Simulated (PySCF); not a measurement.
## Electronic absorption of C2HClN2O

Species: C2HClN2O.
SMILES: `Clc1ncno1`

The calculation used TDDFT wB97X-D/def2-SVPD, vertical, gas phase, core orbitals frozen in the response in PySCF 2.14.0, density-fitted response routines. Geometry: PBE0-D3(BJ)/def2-SVP; no solvent, vibrations or thermal averaging.

Q: List the vertical singlet excitations with oscillator strengths and describe the spectrum.

A: 

```json
{"state": "S1", "E (eV)": "6.25", "E (hartree)": "0.2298", "f": "0.0054", "|μ| (D)": "0.48", "symmetry": "A″", "main configurations (H = HOMO, L = LUMO)": "H-1→L (96%)"}
{"state": "S2", "E (eV)": "6.77", "E (hartree)": "0.2487", "f": "0.213", "|μ| (D)": "2.88", "symmetry": "A′", "main configurations (H = HOMO, L = LUMO)": "H→L (95%)"}
{"state": "S3", "E (eV)": "7.33", "E (hartree)": "0.2694", "f": "0.0005", "|μ| (D)": "0.14", "symmetry": "–", "main configurations (H = HOMO, L = LUMO)": "H-2→L (73%), H-4→L (16%)"}
{"state": "S4", "E (eV)": "7.58", "E (hartree)": "0.2786", "f": "0.0004", "|μ| (D)": "0.12", "symmetry": "–", "main configurations (H = HOMO, L = LUMO)": "H→L+1 (83%)"}
{"state": "S5", "E (eV)": "7.74", "E (hartree)": "0.2844", "f": "0.0023", "|μ| (D)": "0.28", "symmetry": "A′", "main configurations (H = HOMO, L = LUMO)": "H-3→L (57%), H→L+2 (39%)"}
{"state": "S6", "E (eV)": "7.86", "E (hartree)": "0.2888", "f": "0.0001", "|μ| (D)": "0.07", "symmetry": "–", "main configurations (H = HOMO, L = LUMO)": "H-1→L+2 (53%), H-4→L (26%), H-2→L (18%)"}
{"state": "S7", "E (eV)": "8.22", "E (hartree)": "0.3020", "f": "0.0034", "|μ| (D)": "0.33", "symmetry": "A″", "main configurations (H = HOMO, L = LUMO)": "H-4→L (51%), H-1→L+2 (34%), H-2→L+2 (11%)"}
{"state": "S8", "E (eV)": "8.46", "E (hartree)": "0.3110", "f": "0.010", "|μ| (D)": "0.57", "symmetry": "A′", "main configurations (H = HOMO, L = LUMO)": "H-1→L+1 (66%), H-4→L+1 (12%)"}
{"state": "S9", "E (eV)": "8.61", "E (hartree)": "0.3164", "f": "0.016", "|μ| (D)": "0.69", "symmetry": "A″", "main configurations (H = HOMO, L = LUMO)": "H→L+3 (86%)"}
{"state": "S10", "E (eV)": "8.78", "E (hartree)": "0.3225", "f": "0.225", "|μ| (D)": "2.60", "symmetry": "A′", "main configurations (H = HOMO, L = LUMO)": "H→L+2 (46%), H-3→L (32%)"}
```

Triplets (Tamm–Dancoff): T1 4.63 eV, H→L (89%); T2 5.71 eV, H-1→L (88%); T3 6.15 eV, H-3→L (50%), H→L+2 (42%); T4 6.51 eV, H-2→L (41%), H-1→L+2 (30%), H-4→L (22%).

The lowest singlet comes at 198 nm (603 kJ/mol) in the vacuum ultraviolet; it is weak; its leading configuration is HOMO-1→LUMO (96%). The strongest level in the table is S10 at 8.78 eV (141 nm, f = 0.225). It is the last of those listed, so stronger ones may follow. Löwdin shares by element: HOMO nitrogen 43%, chlorine 25%, carbon 13% or more (atoms not listed hold the other 19%); LUMO carbon 39%, nitrogen 20% or more, oxygen 17% (atoms not listed hold the other 24%). The listed states span 2.52 eV, and the widest gap between neighbours is 0.56 eV (S2 to S3). Of the 10 states listed, 4 reach f = 0.01 and 2 stay under 0.0005. The oscillator strengths of these states sum to 0.476; summed over the whole spectrum of an exact calculation they would give the number of electrons, 52 (Thomas–Reiche–Kuhn). No computed singlet lies in the visible range (380 to 750 nm); the lowest, at 198 nm, stands 2.99 eV above its violet end (3.26 eV). The vertical ionisation energy (ΔSCF) is 10.98 eV, 2.21 eV above S10. Symmetry labels in Cs follow from the direction of the transition dipole and are given only for states with f of 0.002 or more. Singlets were solved by full linear response, triplets in the Tamm–Dancoff approximation.
